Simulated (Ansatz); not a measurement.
C3H5NO can be A, `NC1=COC1`, or B, `N/C=C1/CO1`.

Program: Ansatz. Geometries: PBE0-D4/def2-TZVP. ΔE: electronic, gas phase. CBS: MP2 limit from def2 TZ/QZ plus the TZ coupled-cluster correction, frozen cores. Functionals use def2-TZVPP. B3LYP here is the variant with VWN-RPA as its local correlation; programs differ in this. Each species was taken in one conformer, which may not be the lowest.

A:

```xyz
10

N    -0.7344   -1.0857   -0.9839
C    -0.0353   -0.2658   -0.1156
C     1.0641   -0.2805    0.6425
O     1.0591    1.0717    1.0051
C    -0.1341    1.2025    0.1861
H    -1.7340   -1.0725   -0.8351
H    -0.4000   -2.0382   -0.9846
H     1.8514   -0.9492    0.9598
H    -0.9826    1.5458    0.7832
H     0.0460    1.8719   -0.6575
```

B:

```xyz
10

N    -0.025    1.836    0.730
C    -0.628    0.666    0.250
C     0.023   -0.384   -0.206
C     0.233   -1.639   -0.844
O     1.318   -0.793   -0.356
H    -0.472    2.198    1.560
H     0.966    1.730    0.892
H    -1.708    0.672    0.189
H     0.186   -1.722   -1.927
H     0.107   -2.565   -0.289
```

(1) Which is lower in electronic energy at CCSD(T)/CBS, and by how much? (Best estimate.)

(2) Give E(B) − E(A) in kJ/mol with CCSD(T)/def2-SVP, ωB97M-V, BLYP-D4, LDA (SPW92), B3LYP, B2PLYP, PBE-D4. (Best estimate.)

(3) Does the order hold for the free energy at 298.15 K (harmonic terms from PBE0-D4)? (Best estimate.)

Largest T1 diagnostic: 0.013.

Results:

(1) The calculation gave: A, by 17.2 kJ/mol.

(2) The calculation gave: CCSD(T)/def2-SVP 21.1, ωB97M-V 15.5, BLYP-D4 4.4, LDA (SPW92) 19.4, B3LYP 7.3, B2PLYP 11.6, PBE-D4 8.9. None reverses the order clearly.

(3) Computed: Yes: G(B) − G(A) = +14.5 kJ/mol, for one conformer each.

Leaving LDA and LC-ωPBE aside and taking each functional with its dispersion term where it has one, the values, not all of them listed here, spread over 14.5 kJ/mol, from BLYP-D4 to PBE-QIDH. LDA lies +11.6 kJ/mol from PBE without D4. In def2-TZVPP, CCSD(T) changes the Hartree–Fock value by +3.8 kJ/mol (the triples alone add +0.2 kJ/mol) and MP2 by +3.7 kJ/mol.
